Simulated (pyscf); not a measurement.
H₂N–SiH₂• + H₂ → H₂N–SiH₃ + H•, a hydrogen abstraction (doublet surface; H–H broken, H–Si formed). Structures and frequencies: ωB97X-D3(BJ)/def2-SVP in PySCF. Energies in eV from the separated reactants.

Small-basis levels: PySCF, no dispersion term, spherical d functions. AM1 to PM7: differences of heats of formation from MOPAC, which are fitted to 298 K values and so differ in kind from electronic energies by zero-point and thermal terms. Open shells are spin-unrestricted. 

```csv
level,barrier,reaction energy
HF/3-21G,0.87,+0.45
SVWN5/6-31G*,0.43,+0.71
B3LYP/STO-3G,0.91,+1.04
B3LYP/LANL2DZ,0.93,+0.97
B3LYP/6-31G*,0.76,+0.75
PBE/def2-SVP,0.57,+0.65
B3LYP/def2-SVP,0.65,+0.68
PM6,1.05,+1.59
PM7,2.30,+2.78
ωB97M-D3(BJ)/def2-TZVP,0.71,+0.54
```

Against the last row the barrier runs from -0.29 (SVWN5/6-31G*) to +1.59 eV (PM7). At SVWN5/6-31G*, B3LYP/STO-3G, B3LYP/LANL2DZ, PBE/def2-SVP, B3LYP/def2-SVP, PM6, PM7 this geometry lies under one side, so the entry may be no barrier of that level: it is a single point on another level's saddle. ωB97M-D3(BJ)/def2-TZVP has limits of its own. One saddle was located; it need not be the lowest between these sides. The angle at the transferred H is 180°.
